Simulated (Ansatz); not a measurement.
**HOF (hypofluorous acid): levels of theory compared**

Aim: a comparison of 6 runs (HF/STO-3G, B2PLYP/STO-3G, BLYP/STO-3G, MP2/STO-3G, CCSDT(Q)/STO-3G, FCI/STO-3G) of HOF (hypofluorous acid). 

The results are computed with Ansatz 0.2.0.

41 further runs of the same task are left out: 1 that didn't finish, 40 set aside as unsound or not needed.

## 1. The system as given

The species is HOF (3 atoms), meant as a singlet with charge 0. SMILES: `OF`. The H3–O1 distance was set to 1.942 Å, away from the relaxed value. At this shape a bond of the SMILES string is far longer than usual.

Bond lengths: O1–F2 1.386 Å.

## 2. The energy at HF/STO-3G (run 1)

Input file input.yaml:

```yaml
crystal:
  periodic: [false, false, false]
  atoms:
    - {symbol: O, position_ang: [1.031263, 0.428992, 0.621562]}
    - {symbol: F, position_ang: [0.404833, 1.646572, 0.407942]}
    - {symbol: H, position_ang: [-0.202430, -0.823300, -0.203980]}
basis:
  gaussian:
    orbitals: STO-3G
hamiltonian:
  xc: hf
accuracy: high
```

Started as:

```console
$ ansatz run input.yaml --threads 1 --pin off --max-ram 2610MiB --events-out events.jsonl --progress --plain --runs-dir runs
```

The log of the run:

```text
Warning: RAYON_NUM_THREADS=1 ignored (pool sized by the plan → 1); use --threads N
Functional definition: HF
  name "HF"
  exchange = exact_x
  correlation = 0
167 factors; integrals over basis functions are off by at most 3.5e-8 eV
mean field evaluation 1: about -4682.2823 eV, gradient 1.2e1 eV
mean field evaluation 2: about -4682.3782 eV, gradient 1.2e1 eV
mean field evaluation 4: about -4683.6561 eV, gradient 1.7e0 eV
mean field evaluation 8: about -4683.6845 eV, gradient 1.3e-3 eV
mean field evaluation 16: about -4667.5051 eV, gradient 1.7e1 eV
mean field -4683.68450416 eV, -172.1222308124 hartree, gradient 1.8e-8 eV, S^2 0.000000; 0 other end points of the search recorded, 0 dependent functions left out
reference -4683.68450416 eV, -172.1222308124 hartree; 9, 9 occupied and 2, 2 virtual orbitals, 167 factors
Total energy: -4683.68450416 eV, -172.1222308124 hartree
```

Run time: 0.06 s. Hardware: 1 thread of Arm Neoverse V2, shared host.

## 3. A single-point energy at B2PLYP/STO-3G (run 2)

Input file molecule.yaml:

```yaml
crystal:
  periodic: [false, false, false]
  atoms:
    - {symbol: O, position_ang: [1.031263, 0.428992, 0.621562]}
    - {symbol: F, position_ang: [0.404833, 1.646572, 0.407942]}
    - {symbol: H, position_ang: [-0.202430, -0.823300, -0.203980]}
basis:
  gaussian: {orbitals: STO-3G}
accuracy: high
hamiltonian: {xc: {name: B2PLYP}}
correlation: {frozen_orbitals: {F: 1, H: 0, O: 1}}
```

Started as:

```console
$ ansatz run molecule.yaml --threads 1 --pin off --max-ram 2610MiB --events-out events.jsonl --progress --plain --runs-dir runs
```

The log of the run, cut to the lines that bear on the results:

```text
Warning: RAYON_NUM_THREADS=1 ignored (pool sized by the plan → 1); use --threads N
Functional definition: B2PLYP
  name "B2PLYP"
[...]
167 factors; integrals over basis functions are off by at most 3.5e-8 eV
[...]
mean field -4697.85872522 eV, -172.6431238289 hartree, gradient 1.0e-8 eV, S^2 0.000000; 0 other end points of the search recorded, 0 dependent functions left out; unrestricted orbitals would lower it
2 core orbitals not correlated: weight in the atoms' cores, before any rotation towards them, 1.000 or more for the frozen orbitals, at most 0.000 for the correlated occupied ones
reference -4697.85873607 eV, -172.6431242276 hartree; 7, 7 occupied and 2, 2 virtual orbitals, 167 factors
second order -5.95676251 eV of doubles, -0.00000000 eV of singles
Total energy: -4699.46706195 eV, -172.7022291134 hartree
```

Run time: 0.56 s. Hardware: 1 thread of Arm Neoverse V2, shared host.

Runs 3 to 5 aren't shown in full; the table further down has their settings and results.

## 4. A single-point energy at FCI/STO-3G (run 6)

molecule.yaml: that of step 3 with these lines changed.

```diff
@@ -8,4 +8,3 @@
   gaussian: {orbitals: STO-3G}
+correlation: {method: fci, frozen_orbitals: {F: 1, H: 0, O: 1}}
 accuracy: high
-hamiltonian: {xc: {name: B2PLYP}}
-correlation: {frozen_orbitals: {F: 1, H: 0, O: 1}}
```

Started as:

```console
$ ansatz run molecule.yaml --threads 1 --pin off --max-ram 2610MiB --events-out events.jsonl --progress --plain --runs-dir runs
```

The log of the run, cut to the lines that bear on the results:

```text
Warning: RAYON_NUM_THREADS=1 ignored (pool sized by the plan → 1); use --threads N
Functional definition: HF
  name "HF"
[...]
167 factors; integrals over basis functions are off by at most 3.5e-8 eV
[...]
mean field -4683.68450416 eV, -172.1222308124 hartree, gradient 1.8e-8 eV, S^2 0.000000; 1 other end points of the search recorded, 0 dependent functions left out; unrestricted orbitals would lower it
[...]
unrestricted determinant -4687.68573966 eV, -172.2692735049 hartree, S^2 0.9971
2 core orbitals not correlated: weight in the atoms' cores, before any rotation towards them, 1.000 or more for the frozen orbitals, at most 0.000 for the correlated occupied ones
reference -4683.68450416 eV, -172.1222308124 hartree; 7, 7 occupied and 2, 2 virtual orbitals, 167 factors
state -4689.95681915 eV, -172.3527341369 hartree
Total energy: -4689.95681915 eV, -172.3527341369 hartree
```

Wall time 0.12 s (1 thread of Arm Neoverse V2, shared host).

## 5. Overview of the runs

| run | level | frozen core orbitals | energy (Eh) | wall time |
| --- | --- | --- | --- | --- |
| 1 | HF/STO-3G | – | -172.122231 | 0.06 s |
| 2 | B2PLYP/STO-3G | 2 | -172.702229 | 0.56 s |
| 3 | BLYP/STO-3G | – | -172.885799 | 0.42 s |
| 4 | MP2/STO-3G | 2 | -172.268709 | 0.08 s |
| 5 | CCSDT(Q)/STO-3G | 2 | -172.352649 | 0.16 s |
| 6 | FCI/STO-3G | 2 | -172.352734 | 0.12 s |

## 6. Results

| quantity | value |
| --- | --- |
| run 6: total energy | -172.35273 Eh |
| run 6: correlation energy (2 core orbitals frozen) | -230.5 mEh |

In words: Against full CI in this basis: HF +230.5 mEh; MP2 +84.0 mEh; CCSDT(Q) +0.1 mEh. Totals of different functionals can't be ranked against each other. In runs 2, 4, 5 the log says that unrestricted orbitals would lower the reference, so the values rest on an unstable closed-shell determinant (other closed-shell runs at this shape may share the fault). In runs 1, 2, 3, 4, 5, 6 the basis is minimal, so the values are rough. In runs 1, 2, 3, 4 a closed-shell determinant meets a far-stretched bond, which it describes badly. All runs together took 1.4 s, the longest 0.56 s.
